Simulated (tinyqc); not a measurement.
RKS/LDA (VWN5) in the sto-3g basis, for H2O, spin multiplicity 1, step by step (part 2 of 2). Computed by tinyqc, a small Python program that keeps every step (integrals from PySCF). Command: `OMP_NUM_THREADS=1 python tinyqc.py 31254 31255 out.jsonl` (the two numbers bound the seeds that draw the settings). One thread of a shared host (Intel(R) Xeon(R) Processor @ 2.60GHz), about 0.5 s of CPU time with the checks.

Geometry (angstrom):
```
atom         x          y         z
O     0.000000   0.000000  0.000000
H     0.000000   1.044000  0.666000
H     0.000000  -1.002000  0.639000
```

## Convergence

Stop when the energy changes by less than 1e-10 hartree and every element of the error matrix X^T (F D S - S D F) X is below 3e-06.

Course of the cycle:
```
iteration   E (hartree)     change  largest element of the error matrix
1          -68.56716385          -                             7.44e+00
2          -73.76785309  -5.20e+00                             6.13e-01
3          -73.51560073   2.52e-01                             7.05e-01
4          -73.70026700  -1.85e-01                             6.21e-01
5          -73.49953542   2.01e-01                             7.04e-01
6          -73.69698666  -1.97e-01                             6.21e-01
7          -73.49897321   1.98e-01                             7.04e-01
8          -73.69686677  -1.98e-01                             6.21e-01
9          -73.49895454   1.98e-01                             7.04e-01
10         -73.69686264  -1.98e-01                             6.21e-01
11         -73.49895392   1.98e-01                             7.04e-01
12         -73.69686250  -1.98e-01                             6.21e-01
13         -73.49895390   1.98e-01                             7.04e-01
14         -73.69686249  -1.98e-01                             6.21e-01
...                 ...        ...                                  ...
51         -73.49895390   1.98e-01                             7.04e-01
52         -73.69686249  -1.98e-01                             6.21e-01
53         -73.49895390   1.98e-01                             7.04e-01
54         -73.69686249  -1.98e-01                             6.21e-01
55         -73.49895390   1.98e-01                             7.04e-01
56         -73.69686249  -1.98e-01                             6.21e-01
57         -73.49895390   1.98e-01                             7.04e-01
58         -73.69686249  -1.98e-01                             6.21e-01
59         -73.49895390   1.98e-01                             7.04e-01
60         -73.69686249  -1.98e-01                             6.21e-01
61         -73.49895390   1.98e-01                             7.04e-01
62         -73.69686249  -1.98e-01                             6.21e-01
63         -73.49895390   1.98e-01                             7.04e-01
64         -73.69686249  -1.98e-01                             6.21e-01
```

PySCF RKS in the same basis, fine grid = -74.68854138 hartree

Not converged within the cap of 64 iterations: the residual has stopped falling: the iteration swings between two states. Reruns (cap 100 unless said): DIIS 8: converged in 12; damping 0.5: converged in 37; level shift 0.5: converged in 24; atomic densities as start, DIIS 8: converged in 9; the original settings with a cap of 400: not converged.
